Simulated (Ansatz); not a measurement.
Results of r²SCAN-D4 in Ansatz (plane waves, PAW) for rock-salt GdN.

Numerical settings: plane-wave cutoff 500 eV, 14×14×14 k mesh, Fermi–Dirac smearing 0.05 eV, spin-polarised with parallel moments, scalar-relativistic PAW data made under PBE.

Cell (relaxed at this level):

```xyz
2
Lattice="0.0000 2.4797 2.4797 2.4797 0.0000 2.4797 2.4797 2.4797 0.0000" Properties=species:S:1:pos:R:3 pbc="T T T"
Gd     0.0000     0.0000     0.0000
N      2.4797     2.4797     2.4797
```

### Question
Predict the magnetic moment (largest site, within a sphere).

### Answer

- magnetic moment (largest site, within a sphere) = 6.93 μB

Note: the 4f shell is treated without U or exact exchange, so its levels and filling can be wrong.

Moments are spin moments.

Spin–orbit coupling is not included.

Computed values are for the static lattice.

Cost on a shared machine: about 60 core-seconds (a rough figure).

Ansatz is an electronic-structure program.
